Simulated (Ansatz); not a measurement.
## Basis-set limit of SiH$_{5}$O, doublet

```xyz
7

Si   -0.9834    0.0193    0.0000
H    -1.4783    1.4190    0.0000
H    -1.4783   -0.6806    1.2122
H    -1.4783   -0.6806   -1.2122
H     0.6476    0.0193    0.0000
O     1.8336    0.0193    0.0000
H     2.0854   -0.9207    0.0000
```

Ansatz 0.2.0, UHF determinant, valence electrons correlated. Energies in eV.

```csv
set,X,functions,Hartree–Fock,MP2 correlation,CCSD(T) correlation,time
def2-TZVPP,3,143,-9977.0012,-10.5432,-11.8829,"9 s on 1 × NVIDIA H100 80GB HBM3 with 1 thread of AMD EPYC 7R13 Processor (Zen 3), on a shared host"
def2-QZVPP,4,277,-9977.3611,-11.3555,-12.6217,18 s on 1 × NVIDIA H100 80GB HBM3 with 1 thread of AMD EPYC 7R13 Processor (Zen 3) (shared host)
```

Hartree–Fock is taken to follow E(X) = E∞ + A·exp(−7.88·√X), correlation E(X) = E∞ + B·X^−2.97.

Task: Work out the CCSD(T) energy at the limit, and how far the shortcut misses it that extrapolates MP2 and adds CCSD(T) minus MP2 from the smaller set.

Result: Hartree–Fock: E∞ = E4 + 0.1377·(E4 − E3) = -9977.4107. Correlation: E∞ = E4 + 0.7407·(E4 − E3) = -13.1689 for CCSD(T) and -11.9571 for MP2. The limit is -9990.5796 eV, 0.597 eV below def2-QZVPP. The shortcut gives a correlation energy of -11.9571 + (-1.3397) = -13.2968, 128 meV lower than the direct value.

Past Ne part of the Hartree–Fock step between the two sets comes from the cores, which don't follow the formula, so the 50 meV that it adds to the total can overshoot; that part largely cancels in differences.
